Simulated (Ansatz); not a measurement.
**AlHSCl (SMILES [SH][Al][Cl]) at 3 levels**

We compute a comparison of 3 runs (UBLYP/STO-3G, UHSE06/STO-3G, UCCSD(T)/STO-3G) of AlHSCl. 

The calculation is run with Ansatz 0.2.0.

73 further runs of the same task are left out: 8 that didn't finish, 65 set aside as unsound or not needed.

### 1 The structure to begin with

AlHSCl: 4 atoms, total charge 0, spin state doublet. As SMILES, `[SH][Al][Cl]`. The H4–S1 distance was set to 2.689 Å, away from the relaxed value. At this shape a bond of the SMILES string is far longer than usual.

Bond lengths: S1–Al2 2.193 Å, Al2–Cl3 2.107 Å. Angles: S1–Al2–Cl3 115.5°.

### 2 The energy at UBLYP/STO-3G (run 1)

input.yaml reads:

```yaml
crystal:
  periodic: [false, false, false]
  atoms:
    - {symbol: S, position_ang: [1.095977, -0.018265, -1.353779]}
    - {symbol: Al, position_ang: [0.262077, -1.529065, 0.000021]}
    - {symbol: Cl, position_ang: [0.882377, -3.510565, -0.358079]}
    - {symbol: H, position_ang: [-0.216400, 1.988100, -0.135600]}
basis:
  gaussian: {orbitals: STO-3G}
magnetization: {spin_polarized: true, initial_magnetization: 1}
hamiltonian: {xc: {name: BLYP}}
accuracy: high
```

Command:

```console
$ ansatz run input.yaml --threads 1 --pin off --max-ram 2610MiB --events-out events.jsonl --progress --plain --runs-dir runs
```

The log of the run:

```text
Warning: RAYON_NUM_THREADS=1 ignored (pool sized by the plan → 1); use --threads N
Functional definition: BLYP
  name "BLYP"
  parameter beta = 0.0042
  parameter a = 0.04918
  parameter b = 0.132
  parameter c = 0.2533
  parameter d = 0.349
  exchange = b88_x(beta = beta)
  correlation = lyp_c(a = a, b = b, c = c, d = d)
499 factors; integrals over basis functions are off by at most 1.6e-8 eV
mean field evaluation 1: about -29618.5578 eV, gradient 2.5e1 eV
mean field evaluation 2: about -29547.6829 eV, gradient 7.9e1 eV
mean field evaluation 4: about -29614.2311 eV, gradient 2.7e1 eV
mean field evaluation 8: about -29628.6845 eV, gradient 2.5e0 eV
mean field evaluation 16: about -29628.9263 eV, gradient 9.6e-1 eV
mean field evaluation 32: about -29625.5617 eV, gradient 1.0e1 eV
mean field evaluation 64: about -29628.8975 eV, gradient 2.2e0 eV
mean field evaluation 96: about -29628.6070 eV, gradient 1.4e0 eV
mean field -29629.19974797 eV, -1088.8530073449 hartree, gradient 7.4e-8 eV, S^2 1.109577; 6 other end points of the search recorded, 0 dependent functions left out
reference -29629.19978996 eV, -1088.8530088879 hartree; 24, 23 occupied and 4, 5 virtual orbitals, 499 factors
Total energy: -29629.19978996 eV, -1088.8530088879 hartree
```

Run time: 11 s. Hardware: 1 thread of Arm Neoverse V1, shared host; peak memory 0.15 GiB.

### 3 The energy at UHSE06/STO-3G (run 2)

run.yaml reads:

```yaml
crystal:
  periodic: [false, false, false]
  atoms:
    - {symbol: S, position_ang: [1.095977, -0.018265, -1.353779]}
    - {symbol: Al, position_ang: [0.262077, -1.529065, 0.000021]}
    - {symbol: Cl, position_ang: [0.882377, -3.510565, -0.358079]}
    - {symbol: H, position_ang: [-0.216400, 1.988100, -0.135600]}
basis:
  gaussian:
    orbitals: STO-3G
magnetization:
  spin_polarized: true
  initial_magnetization: 1
hamiltonian:
  xc: {name: HSE06}
accuracy: high
```

Command:

```console
$ ansatz run run.yaml --threads 1 --pin off --max-ram 2610MiB --events-out events.jsonl --progress --plain --runs-dir runs
```

The log of the run (excerpt; [...] marks lines left out):

```text
Warning: RAYON_NUM_THREADS=1 ignored (pool sized by the plan → 1); use --threads N
Functional definition: HSE06
  name "HSE06"
[...]
499 factors; integrals over basis functions are off by at most 1.6e-8 eV
68 factors; integrals over basis functions are off by at most 1.0e-9 eV
[...]
mean field -29621.66243024 eV, -1088.5760160274 hartree, gradient 2.7e-8 eV, S^2 1.445193; 12 other end points of the search recorded, 0 dependent functions left out
reference -29621.66243235 eV, -1088.5760161048 hartree; 24, 23 occupied and 4, 5 virtual orbitals, 499 factors
Total energy: -29621.66243235 eV, -1088.5760161048 hartree
```

It took 14 s on 1 thread of Arm Neoverse V1, shared host; peak memory 0.16 GiB.

### 4 The energy at UCCSD(T)/STO-3G (run 3)

run.yaml: that of step 3 with these lines changed.

```diff
@@ -10,2 +10,8 @@
     orbitals: STO-3G
+accuracy: high
+correlation:
+  method: ccsd_t
+  frozen_orbitals: {Al: 5, Cl: 5, H: 0, S: 5}
+scf:
+  omitted_lower_state_checks: [cluster_reference, increment]
 magnetization:
@@ -13,4 +19 @@
   initial_magnetization: 1
-hamiltonian:
-  xc: {name: HSE06}
-accuracy: high
```

Command:

```console
$ ansatz run run.yaml --threads 1 --pin off --max-ram 2610MiB --events-out events.jsonl --progress --plain --runs-dir runs
```

The log of the run:

```text
Warning: RAYON_NUM_THREADS=1 ignored (pool sized by the plan → 1); use --threads N
[... 16 lines left out ...]
15 core orbitals not correlated: weight in the atoms' cores, before any rotation towards them, 0.999 or more for the frozen orbitals, at most 0.000 for the correlated occupied ones
[... 58 lines left out ...]
Total energy: -29588.17675895 eV, -1087.3454403049 hartree
Checks for a lower state left out: cluster_reference, increment
```

Wall time 1.5 s (1 thread of Arm Neoverse V1, shared host).

### 5 The series

```
run            level  frozen core orbitals   energy (Eh)   ⟨S²⟩  wall time
  1     UBLYP/STO-3G                     –  -1088.853009  1.110       11 s
  2    UHSE06/STO-3G                     –  -1088.576016  1.445       14 s
  3  UCCSD(T)/STO-3G                    15  -1087.345440  1.735      1.5 s
```

### 6 Results

```
                                           quantity           value
                                run 3: total energy  -1087.34544 Eh
run 3: correlation energy (15 core orbitals frozen)       -43.5 mEh
                              run 3: (T) correction       -2.53 mEh
           run 3: ⟨S²⟩ of the reference determinant           1.735
                               run 3: T1 diagnostic           0.034
```

What this shows: Totals of different functionals can't be ranked against each other. In runs 1, 2, 3 the basis is minimal, so the values are rough. Spin contamination of the reference: run 3 ⟨S²⟩ = 1.74, run 2 ⟨S²⟩ = 1.45, run 1 ⟨S²⟩ = 1.11. Where it is this large, the reference is a mixture of spin states, and values that rest on it are in doubt. All runs together took 26 s, the longest 14 s.
